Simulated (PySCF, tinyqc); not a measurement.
Inside a calculation. Method: FCI on RHF in the sto-3g basis, for HF, spin multiplicity 1. The lowest restricted solution is unstable here: a spin-polarised one lies 0.1239 hartree lower (PySCF). Computed by tinyqc, a small Python program that keeps every step (integrals from PySCF). Settings: charge = 0, multiplicity = 1, basis = sto-3g, method = RHF, energy threshold = 1e-10, iteration cap = 62, orthogonalisation = symmetric, start = core, DIIS depth = 6, ci = FCI, davidson = 1. Command: `OMP_NUM_THREADS=1 python tinyqc.py 26292 26293 out.jsonl` (the two numbers bound the seeds that draw the settings). One thread of a shared host (Intel(R) Xeon(R) Processor @ 2.60GHz), about 0.1 s of CPU time with the checks. The early iterations of the SCF are left out here.

## One-electron integrals

Geometry (angstrom):
```
atom        x        y        z
F     0.00000  0.00000  0.00000
H     0.00000  0.00000  1.71900
```

Basis sto-3g: exponents (1/bohr^2) and contraction coefficients of normalised primitives:
```
element  l (shell)   exponent  coefficient
F            s (1)  166.67913      0.15433
F            s (1)   30.36081      0.53533
F            s (1)    8.21682      0.44463
F            s (2)    6.46480     -0.09997
F            s (2)    1.50228      0.39951
F            s (2)    0.48859      0.70012
F            p (3)    6.46480      0.15592
F            p (3)    1.50228      0.60768
F            p (3)    0.48859      0.39196
H            s (1)    3.42525      0.15433
H            s (1)    0.62391      0.53533
H            s (1)    0.16886      0.44463
```

Overlap, kinetic and nuclear-attraction integrals over the contracted functions; the nuclear repulsion is the sum of Za Zb / Rab.

nuclear repulsion = 2.7705613 hartree

overlap S, lower triangle:
```
          1F 1s    1F 2s   1F 2px   1F 2py   1F 2pz    2H 1s
1F 1s   1.00000
1F 2s   0.23799  1.00000
1F 2px  0.00000  0.00000  1.00000
1F 2py  0.00000  0.00000  0.00000  1.00000
1F 2pz  0.00000  0.00000  0.00000  0.00000  1.00000
2H 1s   0.00790  0.10593  0.00000  0.00000  0.10276  1.00000
```

kinetic energy T (hartree), lower triangle:
```
           1F 1s     1F 2s   1F 2px   1F 2py    1F 2pz    2H 1s
1F 1s   36.98458
1F 2s   -0.21286   1.03800
1F 2px   0.00000   0.00000  3.24801
1F 2py   0.00000   0.00000  0.00000  3.24801
1F 2pz   0.00000   0.00000  0.00000  0.00000   3.24801
2H 1s   -0.00211  -0.01941  0.00000  0.00000  -0.00248  0.76003
```

nuclear attraction V (hartree), lower triangle:
```
            1F 1s      1F 2s     1F 2px     1F 2py     1F 2pz     2H 1s
1F 1s   -77.31742
1F 2s    -9.25007  -11.84904
1F 2px    0.00000    0.00000  -11.74990
1F 2py    0.00000    0.00000    0.00000  -11.74990
1F 2pz   -0.00428   -0.05361    0.00000    0.00000  -11.77013
2H 1s    -0.31465   -0.82088    0.00000    0.00000   -0.65144  -3.99297
```

core Hamiltonian H = T + V (hartree), lower triangle:
```
            1F 1s      1F 2s    1F 2px    1F 2py    1F 2pz     2H 1s
1F 1s   -40.33284
1F 2s    -9.46293  -10.81104
1F 2px    0.00000    0.00000  -8.50188
1F 2py    0.00000    0.00000   0.00000  -8.50188
1F 2pz   -0.00428   -0.05361   0.00000   0.00000  -8.52212
2H 1s    -0.31677   -0.84029   0.00000   0.00000  -0.65392  -3.23294
```

## Two-electron integrals

Functions are numbered as in S; the eight-fold symmetry (ij|kl) = (ji|kl) = (kl|ij) leaves the list below.

Two-electron integrals (ij|kl) in chemists' order, unique and non-zero (hartree):
```
(11|11) 5.40350   (21|11) 0.84192   (21|21) 0.15630   (22|11) 1.26803
(22|21) 0.29234   (22|22) 0.92617   (31|31) 0.02800   (32|31) 0.04317
(32|32) 0.20459   (33|11) 1.26450   (33|21) 0.29240   (33|22) 0.92596
(33|33) 0.99751   (41|41) 0.02800   (42|41) 0.04317   (42|42) 0.20459
(43|43) 0.05377   (44|11) 1.26450   (44|21) 0.29240   (44|22) 0.92596
(44|33) 0.88997   (44|44) 0.99751   (51|51) 0.02800   (52|51) 0.04317
(52|52) 0.20459   (53|53) 0.05377   (54|54) 0.05377   (55|11) 1.26450
(55|21) 0.29240   (55|22) 0.92596   (55|33) 0.88997   (55|44) 0.88997
(55|55) 0.99751   (61|11) 0.02829   (61|21) 0.00521   (61|22) 0.00969
(61|33) 0.00968   (61|44) 0.00968   (61|51) 0.00020   (61|52) 0.00037
(61|55) 0.00972   (61|61) 0.00018   (62|11) 0.08526   (62|21) 0.01998
(62|22) 0.07253   (62|33) 0.07152   (62|44) 0.07152   (62|51) 0.00132
(62|52) 0.01122   (62|55) 0.07446   (62|61) 0.00068   (62|62) 0.00763
(63|31) 0.00192   (63|32) 0.01211   (63|53) 0.00229   (63|63) 0.00107
(64|41) 0.00192   (64|42) 0.01211   (64|54) 0.00229   (64|64) 0.00107
(65|11) 0.06536   (65|21) 0.01550   (65|22) 0.06038   (65|33) 0.05811
(65|44) 0.05811   (65|51) 0.00271   (65|52) 0.02006   (65|55) 0.06484
(65|61) 0.00054   (65|62) 0.00783   (65|65) 0.00902   (66|11) 0.30736
(66|21) 0.07314   (66|22) 0.30659   (66|33) 0.30040   (66|44) 0.30040
(66|51) 0.00422   (66|52) 0.05204   (66|55) 0.31890   (66|61) 0.00247
(66|62) 0.04544   (66|65) 0.05530   (66|66) 0.77461
```

## Orthogonalisation

S = U s U^T; symmetric (Loewdin) form X = U s^(-1/2) U^T, so that X^T S X = 1.

eigenvalues of S: 0.73888  0.90418  1.00000  1.00000  1.08933  1.26762

X, lower triangle:
```
           1F 1s     1F 2s   1F 2px   1F 2py    1F 2pz    2H 1s
1F 1s    1.02224
1F 2s   -0.12398   1.02668
1F 2px   0.00000   0.00000  1.00000
1F 2py   0.00000   0.00000  0.00000  1.00000
1F 2pz  -0.00054   0.00426  0.00000  0.00000   1.00402
2H 1s    0.00587  -0.05496  0.00000  0.00000  -0.05210  1.00838
```

## Starting guess

The start is the orbitals of the core Hamiltonian; D = 2 C_occ C_occ^T.

D at the start, lower triangle:
```
           1F 1s     1F 2s   1F 2px   1F 2py    1F 2pz    2H 1s
1F 1s    2.12055
1F 2s   -0.50708   2.13279
1F 2px   0.00000   0.00000  2.00000
1F 2py   0.00000   0.00000  0.00000  2.00000
1F 2pz  -0.00259   0.01365  0.00000  0.00000   2.01414
2H 1s    0.01660  -0.06801  0.00000  0.00000  -0.08681  0.00587
```

## Iteration 9 (converged): orbitals

converged F (hartree), lower triangle:
```
            1F 1s     1F 2s    1F 2px    1F 2py    1F 2pz     2H 1s
1F 1s   -25.92317
1F 2s    -6.62605  -3.00763
1F 2px    0.00000   0.00000  -0.46588
1F 2py    0.00000   0.00000   0.00000  -0.46588
1F 2pz   -0.00742   0.00250   0.00000   0.00000  -0.14231
2H 1s    -0.22550  -0.26239   0.00000   0.00000  -0.26279  -0.14400
```

Diagonalise F' = X^T F X, C = X C', fill 5 alpha and 5 beta electrons from the bottom; D = 2 C_occ C_occ^T. Each column has its largest component positive (the first on a tie).

F' = X^T F X (hartree), lower triangle:
```
           1         2         3         4         5         6
1  -25.45818
2   -3.37828  -1.85565
3    0.00000   0.00000  -0.46588
4    0.00000   0.00000   0.00000  -0.46588
5   -0.01249   0.02194   0.00000   0.00000  -0.11625
6    0.00117  -0.13475   0.00000   0.00000  -0.25321  -0.09846
```

orbital energies (hartree): MO1 -25.93222, MO2 -1.39540, MO3 -0.46588, MO4 -0.46588, MO5 -0.35523, MO6 0.15430

coefficients C:
```
             MO1       MO2      MO3       MO4       MO5       MO6
1F 1s    0.99510  -0.26289  0.00000   0.00000   0.02194   0.02386
1F 2s    0.01985   1.02281  0.00000   0.00000  -0.10878  -0.11879
1F 2px   0.00000   0.00000  0.50352   0.86398   0.00000   0.00000
1F 2py   0.00000   0.00000  0.86398  -0.50352   0.00000   0.00000
1F 2pz   0.00039   0.00104  0.00000   0.00000   0.69581  -0.72571
2H 1s   -0.00115   0.04869  0.00000   0.00000   0.65279   0.77077
```

D after iteration 9, lower triangle:
```
           1F 1s     1F 2s   1F 2px   1F 2py   1F 2pz    2H 1s
1F 1s    2.11963
1F 2s   -0.50303   2.11674
1F 2px   0.00000   0.00000  2.00000
1F 2py   0.00000   0.00000  0.00000  2.00000
1F 2pz   0.03077  -0.14923  0.00000  0.00000  0.96830
2H 1s    0.00076  -0.04247  0.00000  0.00000  0.90854  0.85702
```

Within a degenerate level the vectors are fixed only up to a rotation; this is one choice.

## Convergence

Stop when the energy changes by less than 1e-10 hartree and every element of the error matrix X^T (F D S - S D F) X is below 3e-06.

Course of the cycle:
```
iteration  E (hartree)     change  largest element of the error matrix
1          -97.8937426          -                             2.02e-01
2          -98.0593472  -1.66e-01                             4.58e-01
3          -98.2911893  -2.32e-01                             2.48e-01
4          -98.3316429  -4.05e-02                             9.22e-02
5          -98.3370132  -5.37e-03                             1.74e-02
6          -98.3372433  -2.30e-04                             3.40e-04
7          -98.3372434  -8.98e-08                             1.93e-05
8          -98.3372434  -2.46e-10                             1.64e-07
9          -98.3372434  -5.68e-14                             5.17e-11
```

PySCF RHF in the same basis = -98.3372434 hartree

Converged in 9 iterations.

## Populations, bond orders and dipole

Mulliken: Z minus the diagonal of D S on the atom; Loewdin: the same with S^(1/2) D S^(1/2); Mayer order: 2 sum_s sum (D(s) S)_ij (D(s) S)_ji over the two atoms.

Charges (e):
```
atom  Mulliken   Loewdin
1F    -0.05411  -0.05111
2H     0.05411   0.05111
```

Mayer bond orders:
```
pair    order
2-1   0.99707
```

dipole moment about the origin, x y z (debye): 0.00000  0.00000  0.81271

## Integrals over molecular orbitals

(pq|rs) = sum C_ip C_jq C_kr C_ls (ij|kl), one index at a time.

one-electron integrals over orbitals h = C^T H C (hartree), lower triangle:
```
           1         2         3         4         5         6
1  -40.31596
2    0.73433  -9.09186
3    0.00000   0.00000  -8.50188
4    0.00000   0.00000   0.00000  -8.50188
5   -0.05715   0.28102   0.00000   0.00000  -6.08161
6   -0.06537   0.39296   0.00000   0.00000   2.64961  -5.66602
```

Two-electron integrals over orbitals (pq|rs), unique and non-zero (hartree):
```
(11|11) 5.36536    (21|11) -0.53092   (21|21) 0.08275    (22|11) 1.25492
(22|21) -0.02410   (22|22) 0.89168    (31|31) 0.02951    (32|31) 0.04063
(32|32) 0.19391    (33|11) 1.26403    (33|21) -0.01547   (33|22) 0.90642
(33|33) 0.99751    (41|41) 0.02951    (42|41) 0.04063    (42|42) 0.19391
(43|43) 0.05377    (44|11) 1.26403    (44|21) -0.01547   (44|22) 0.90642
(44|33) 0.88997    (44|44) 0.99751    (51|11) 0.04382    (51|21) -0.00683
(51|22) 0.00223    (51|33) 0.00130    (51|44) 0.00130    (51|51) 0.01506
(52|11) -0.06459   (52|21) 0.00209    (52|22) -0.03404   (52|33) -0.03746
(52|44) -0.03746   (52|51) 0.02055    (52|52) 0.11075    (53|31) -0.00306
(53|32) -0.01288   (53|53) 0.02913    (54|41) -0.00306   (54|42) -0.01288
(54|54) 0.02913    (55|11) 0.80461    (55|21) -0.00781   (55|22) 0.62528
(55|33) 0.61197    (55|44) 0.61197    (55|51) -0.00038   (55|52) -0.00051
(55|55) 0.60280    (61|11) 0.04833    (61|21) -0.00758   (61|22) 0.00212
(61|33) 0.00149    (61|44) 0.00149    (61|51) -0.01426   (61|52) -0.02128
(61|55) 0.00170    (61|61) 0.01598    (62|11) -0.07172   (62|21) 0.00211
(62|22) -0.04036   (62|33) -0.04155   (62|44) -0.04155   (62|51) -0.02000
(62|52) -0.09303   (62|55) -0.01550   (62|61) 0.01997    (62|62) 0.09199
(63|31) -0.00325   (63|32) -0.01362   (63|53) -0.02593   (63|63) 0.02690
(64|41) -0.00325   (64|42) -0.01362   (64|54) -0.02593   (64|64) 0.02690
(65|11) -0.47755   (65|21) 0.00761    (65|22) -0.29899   (65|33) -0.29473
(65|44) -0.29473   (65|51) 0.00093    (65|52) 0.04678    (65|55) -0.07673
(65|61) -0.00260   (65|62) 0.01471    (65|65) 0.28469    (66|11) 0.77680
(66|21) -0.00816   (66|22) 0.59308    (66|33) 0.58154    (66|44) 0.58154
(66|51) 0.00514    (66|52) 0.02405    (66|55) 0.60042    (66|61) -0.00399
(66|62) -0.03290   (66|65) -0.03494   (66|66) 0.61416
```

## FCI: determinants and Hamiltonian

Hartree-Fock energy = -98.3372434 hartree

Slater-Condon rules over spin orbitals, with the nuclear repulsion added and E(HF) subtracted on the diagonal. Only determinants linked to the reference directly or through others are kept (one block of an abelian symmetry group), so some states are absent.

Occupation strings over the orbitals (2 doubly, a alpha, b beta, 0 empty; spin orbitals ordered 1a 1b 2a 2b ...): 222220 2222ab 2a222b a2222b 2222ba 2b222a b2222a 222202 2a22b2 a222b2 222022 220222 2b22a2 202222 ab2222 b222a2 ba2222 022222

H - E(HF) between determinants (hartree), lower triangle:
```
          222220    2222ab    2a222b    a2222b    2222ba    2b222a    b2222a    222202
222220   0.00000
2222ab   0.00000   0.19380
2a222b   0.00000  -0.00934   1.04861
a2222b   0.00000  -0.00774   0.02813  25.32569
2222ba   0.00000  -0.28469  -0.01471   0.00260   0.19380
2b222a   0.00000  -0.01471  -0.09199  -0.01997  -0.00934   1.04861
b2222a   0.00000   0.00260  -0.01997  -0.01598  -0.00774   0.02813  25.32569
222202   0.28469   0.04179  -0.04678  -0.00093  -0.04179   0.04678   0.00093   0.40373
2a22b2  -0.01471   0.04678  -0.26405   0.00761  -0.01740   0.09303   0.02000   0.03390
a222b2   0.00260   0.00093   0.00761  -0.44261  -0.00568   0.02128   0.01426   0.01325
222022   0.02690   0.02593   0.01362   0.00325  -0.02593  -0.01362  -0.00325   0.02913
220222   0.02690   0.02593   0.01362   0.00325  -0.02593  -0.01362  -0.00325   0.02913
2b22a2   0.01471  -0.01740   0.09303   0.02000   0.04678  -0.26405   0.00761  -0.03390
202222   0.09199   0.09303   0.00746  -0.00211  -0.09303  -0.00746   0.00211   0.11075
ab2222  -0.01997  -0.02000   0.00211  -0.03882   0.02128  -0.00611   0.00758  -0.02055
b222a2  -0.00260  -0.00568   0.02128   0.01426   0.00093   0.00761  -0.44261  -0.01325
ba2222   0.01997   0.02128  -0.00611   0.00758  -0.02000   0.00211  -0.03882   0.02055
022222   0.01598   0.01426   0.00758  -0.05231  -0.01426  -0.00758   0.05231   0.01506

          2a22b2    a222b2    222022    220222    2b22a2    202222    ab2222    b222a2
2a22b2   1.28835
a222b2   0.02847  25.56105
222022   0.01288   0.00306   0.57967
220222   0.01288   0.00306   0.05377   0.57967
2b22a2  -0.11075  -0.02055  -0.01288  -0.01288   1.28835
202222   0.06743  -0.00209   0.19391   0.19391  -0.06743   2.41690
ab2222   0.00209  -0.09798  -0.04063  -0.04063   0.01064  -0.01218  26.87349
b222a2  -0.02055  -0.01506  -0.00306  -0.00306   0.02847   0.00209   0.00683  25.56105
ba2222   0.01064   0.00683   0.04063   0.04063   0.00209   0.01218  -0.08275  -0.09798
022222   0.00683  -0.03094   0.02951   0.02951  -0.00683   0.08275   0.49464   0.03094

          ba2222    022222
ba2222  26.87349
022222  -0.49464  55.07730
```

## FCI: roots

Diagonalise (each vector has its largest component positive (the first on a tie)); all determinants have Ms = 0, so triplets appear too. The lowest singlet root is the correlation energy.

lowest roots of this matrix, relative to E(HF) (hartree): -0.15043  -0.09196  0.44394  0.52496  0.52590  0.61968  0.86350  0.89527

lowest vectors:
```
          root 1    root 2    root 3    root 4
222220   0.88605   0.00000  -0.22097   0.33746
2222ab   0.03210   0.70682   0.64103   0.20641
2a222b  -0.01230   0.01384  -0.05078   0.07055
a2222b   0.00003   0.00016   0.00034   0.00007
2222ba  -0.03210   0.70682  -0.64103  -0.20641
2b222a   0.01230   0.01384   0.05078  -0.07055
b2222a  -0.00003   0.00016  -0.00034  -0.00007
222202  -0.46003   0.00000  -0.33296   0.69600
2a22b2   0.01508  -0.01450  -0.05087   0.00376
a222b2   0.00011   0.00012   0.00012  -0.00033
222022  -0.01223   0.00000  -0.06292  -0.39148
220222  -0.01223   0.00000  -0.06292  -0.39148
2b22a2  -0.01508  -0.01450   0.05087  -0.00376
202222  -0.01310   0.00000  -0.01522   0.00197
ab2222   0.00032  -0.00002   0.00038  -0.00011
b222a2  -0.00011   0.00012  -0.00012   0.00033
ba2222  -0.00032  -0.00002  -0.00038   0.00011
022222  -0.00012   0.00000  -0.00007   0.00000
```

<S^2> of these roots: 0.00000  2.00000  0.00000  0.00000  0.00000  0.00000  2.00000  0.00000

weight of the ground state by excitation level 0, 1, 2, ...: 0.78508  0.00236  0.21256

The reference has a weight of only 0.79: one determinant is a poor start here. A root of higher spin lies below E(HF).

## The lowest root by the Davidson method

Start from the reference; add the residual divided by (theta - H_ii), orthogonalised, at each step.

Davidson iterations:
```
iteration  subspace  lowest Ritz value (hartree)  residual norm
1                 1                            0       3.04e-01
2                 2                   -0.1472143       6.83e-02
3                 3                   -0.1503111       1.16e-02
4                 4                   -0.1504258       2.04e-03
5                 5                   -0.1504288       4.08e-04
6                 6                   -0.1504289       2.53e-05
7                 7                   -0.1504289       2.36e-06
8                 8                   -0.1504289       3.50e-08
```
